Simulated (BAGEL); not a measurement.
**SiHCl (SMILES [SiH]Cl): a chain of runs**

Aim: the energy (HF/6-31G*), then the energy (NEVPT2(2,2)/6-31G*), then the energy (CASPT2(2,2)/6-31G*) of SiHCl. 

The results are computed with BAGEL 1.2.2.

4 further runs of the same task are left out: 4 set aside as unsound or not needed.

**1. Starting point**

SiHCl has 3 atoms, charge 0, and is taken as a singlet. As SMILES, `[SiH]Cl`. One bond was lengthened or shortened from a relaxed shape.

Bond lengths: Si1–Cl2 2.077 Å, Si1–H3 1.300 Å. Angles: Cl2–Si1–H3 94.7°.

**2. A single-point energy at HF/6-31G(d) (density fitting with svp-jkfit, spherical functions) (run 1)**

Input file input.json:

```json
{ "bagel" : [

{
  "title" : "molecule",
  "basis" : "6-31gs.json",
  "df_basis" : "svp-jkfit",
  "geometry" : [
    { "atom" : "Si", "xyz" : [ -1.08682496,  0.65529844, -0.51810432 ] },
    { "atom" : "Cl", "xyz" : [  2.35950637,  0.24305468,  1.31519458 ] },
    { "atom" : "H", "xyz" : [ -1.37407656, -1.74571010, -0.94924723 ] }
  ]
},
{
  "title" : "hf"
},
{
  "title" : "print",
  "file" : "orbitals.molden",
  "orbitals" : true
}

]}
```

The basis set 6-31G* is read from a file made from the Basis Set Exchange's data (not shown).

Started as:

```console
$ BAGEL_NUM_THREADS=1 BAGEL input.json > input.out
```

What it wrote:

```text
* using 1 threads per process

  ===============================================================
  ===============================================================

  *** Geometry ***

  { "atom" : "Si", "xyz" : [     -1.086825,      0.655298,     -0.518104 ] },
  { "atom" : "Cl", "xyz" : [      2.359506,      0.243055,      1.315195 ] },
  { "atom" : "H", "xyz" : [     -1.374077,     -1.745710,     -0.949247 ] },

  Number of auxiliary basis functions:      274

  Since a DF basis is specified, we compute 2- and 3-index integrals:
    o Being stored without compression. Storage requirement is 0.003 GB

  Number of basis functions:       38
  Number of electrons      :       32

    * METHOD: MOLECULE                             0.05

  *** RHF ***

  === Nuclear Repulsion ===
    69.8747350370

      * DIIS with orbital gradients will be used.

  === RHF iteration (6-31gs.json) ===
      0       -748.90782186          0.01205755           0.01
      1       -748.94349626          0.00453072           0.01
      2       -748.94883470          0.00100806           0.01
      3       -748.94931256          0.00019243           0.01
      4       -748.94933371          0.00006246           0.01
      5       -748.94933579          0.00002117           0.01
      6       -748.94933605          0.00000426           0.01
      7       -748.94933606          0.00000071           0.01
      8       -748.94933606          0.00000011           0.01
      9       -748.94933606          0.00000003           0.01
     10       -748.94933606          0.00000001           0.01
    * SCF iteration converged.

    * Permanent dipole moment:
           (    0.615784,     0.337289,     0.374537) a.u.

    * METHOD: HF                                   0.14

    * METHOD: PRINT                                0.00

  ===============================================================
```

Wall time 0.34 s (1 thread of Arm Neoverse V2, shared host); peak memory 0.14 GiB.

**3. The energy at NEVPT2(2,2)/6-31G(d) (density fitting with svp-jkfit, spherical functions) (run 2)**

Input file nevpt2.json:

```json
{ "bagel" : [

{
  "title" : "molecule",
  "basis" : "6-31gs.json",
  "df_basis" : "svp-jkfit",
  "geometry" : [
    { "atom" : "Si", "xyz" : [    -1.08682496,     0.65529844,    -0.51810432 ] },
    { "atom" : "Cl", "xyz" : [     2.35950637,     0.24305468,     1.31519458 ] },
    { "atom" : "H", "xyz" : [    -1.37407656,    -1.74571010,    -0.94924723 ] }
  ]
},

{
  "title" : "hf"
},

{
  "title" : "casscf",
  "nstate" : 1,
  "nact" : 2,
  "nclosed" : 15,
  "active" : [12, 19],
  "maxiter" : 200,
  "natocc" : true
},

{
  "title" : "nevpt2",
  "nstate" : 1,
  "nact" : 2,
  "nclosed" : 15,
  "active" : [12, 19],
  "maxiter" : 200,
  "natocc" : true,
  "ncore" : 10
},

{
  "title" : "print",
  "file" : "orbitals.molden",
  "orbitals" : true
}

]}
```

The basis set 6-31G* is read from a file made from the Basis Set Exchange's data (not shown).

Started as:

```console
$ BAGEL_NUM_THREADS=1 BAGEL nevpt2.json > nevpt2.out
```

What it wrote:

```text
* using 1 threads per process

  ===============================================================
  ===============================================================

  *** Geometry ***

  { "atom" : "Si", "xyz" : [     -1.086825,      0.655298,     -0.518104 ] },
  { "atom" : "Cl", "xyz" : [      2.359506,      0.243055,      1.315195 ] },
  { "atom" : "H", "xyz" : [     -1.374077,     -1.745710,     -0.949247 ] },

  Number of auxiliary basis functions:      274

  Since a DF basis is specified, we compute 2- and 3-index integrals:
    o Being stored without compression. Storage requirement is 0.003 GB

  Number of basis functions:       38
  Number of electrons      :       32

    * METHOD: MOLECULE                             0.05

  *** RHF ***

[... 11 lines left out ...]
    * SCF iteration converged.
[... 1 line left out ...]
    * Permanent dipole moment:
[... 27 lines left out ...]
    * Second-order optimization converged. *
[... 1 line left out ...]
     guess   0:   closed 1.                   open ..

  === FCI iteration ===

      0  0      -748.94922961     7.38e-02      0.00
      1  0      -748.96055357     2.04e-03      0.00
      2  0 *    -748.96056891     3.46e-16      0.00

     * ci vector, state   0, <S^2> = 0.0000
       2.     0.9970635449
       .2    -0.0765786354

    * METHOD: CASSCF                               0.56

    * freezing 10 orbitals

  === DF-NEVPT2 calculation ===

    * 3-index integral transformation done
    * assembly done

      NEVPT2 correlation energy:   -0.1793026734      0.01

          (+0)     -0.1582487541
          (+0)'    -0.0021465118
          (+1)     -0.0031088085
          (+1)'    -0.0000000000
          (+2)     -0.0002050791
          (-1)     -0.0114880831
          (-1)'     0.0000000000
          (-2)     -0.0041054368

      NEVPT2 total energy:       -749.1398715845

    * METHOD: NEVPT2                               0.02

    * METHOD: PRINT                                0.00

  ===============================================================
```

Run time: 0.94 s. Hardware: 1 thread of Arm Neoverse V2, shared host; peak memory 0.14 GiB.

**4. The energy at CASPT2(2,2)/6-31G(d) (density fitting with svp-jkfit, spherical functions) (run 3)**

input.json: that of step 2 with these lines changed.

```diff
@@ -16,2 +16,11 @@
 {
+  "title" : "casscf",
+  "nstate" : 1,
+  "nact" : 2,
+  "nclosed" : 15,
+  "active" : [12, 19],
+  "maxiter" : 200,
+  "natocc" : true
+},
+{
   "title" : "print",
@@ -19,2 +28,12 @@
   "orbitals" : true
+},
+{
+  "title" : "smith",
+  "method" : "caspt2",
+  "ms" : true,
+  "xms" : true,
+  "sssr" : true,
+  "shift" : 0.2,
+  "shift_imag" : true,
+  "ncore" : 10
 }
```

The basis set 6-31G* is read from a file made from the Basis Set Exchange's data (not shown).

Started as:

```console
$ BAGEL_NUM_THREADS=1 BAGEL input.json > input.out
```

What it wrote:

```text
* using 1 threads per process

  ===============================================================
  ===============================================================

  *** Geometry ***

  { "atom" : "Si", "xyz" : [     -1.086825,      0.655298,     -0.518104 ] },
  { "atom" : "Cl", "xyz" : [      2.359506,      0.243055,      1.315195 ] },
  { "atom" : "H", "xyz" : [     -1.374077,     -1.745710,     -0.949247 ] },

  Number of auxiliary basis functions:      274

  Since a DF basis is specified, we compute 2- and 3-index integrals:
    o Being stored without compression. Storage requirement is 0.003 GB

  Number of basis functions:       38
  Number of electrons      :       32

    * METHOD: MOLECULE                             0.05

  *** RHF ***

[... 11 lines left out ...]
    * SCF iteration converged.
[... 1 line left out ...]
    * Permanent dipole moment:
[... 27 lines left out ...]
    * Second-order optimization converged. *
[... 9 lines left out ...]
     * ci vector, state   0, <S^2> = 0.0000
[... 16 lines left out ...]
    * Zeroth order energy : state  0       -1.1071544253
[... 4 lines left out ...]
       #      aibj      arbs      arbi      airj      risj      airs      arst      rist         Etot      error   time
[... 2 lines left out ...]
       0  -0.15771  -0.00500  -0.01150  -0.00374  -0.00034  -0.00194  -0.00000  -0.00000   -0.1802375  0.0038560   0.01
       1  -0.15832  -0.00512  -0.01163  -0.00405  -0.00043  -0.00214   0.00000  -0.00001   -0.1816976  0.0012216   0.01
       2  -0.15838  -0.00512  -0.01165  -0.00411  -0.00044  -0.00215  -0.00000  -0.00001   -0.1818599  0.0004467   0.01
[... 4 lines of this table left out ...]
       7  -0.15837  -0.00512  -0.01167  -0.00410  -0.00045  -0.00217  -0.00000  -0.00000   -0.1818790  0.0000007   0.01

      ------------------------------------------------------------------------------------------------------------------

    * CASPT2 energy : state  0     -749.1439243584
        w/o shift correction       -749.1424478756
        reference weight              0.9283390878

    * METHOD: SMITH                                0.07

  ===============================================================
```

It took 1 s on 1 thread of Arm Neoverse V2, shared host; peak memory 0.14 GiB.

**5. What came out**

| quantity | value |
| --- | --- |
| run 1, HF/6-31G*: total energy | -748.94934 Eh |
| run 1, HF/6-31G*: dipole moment | 2.02 D |
| run 1, HF/6-31G*: HOMO energy | -9.47 eV |
| run 1, HF/6-31G*: LUMO energy | 0.21 eV |
| run 1, HF/6-31G*: HOMO–LUMO gap | 9.68 eV |
| run 2, NEVPT2(2,2)/6-31G*: total energy | -749.13987 Eh |
| run 3, CASPT2(2,2)/6-31G*: total energy | -749.14392 Eh |
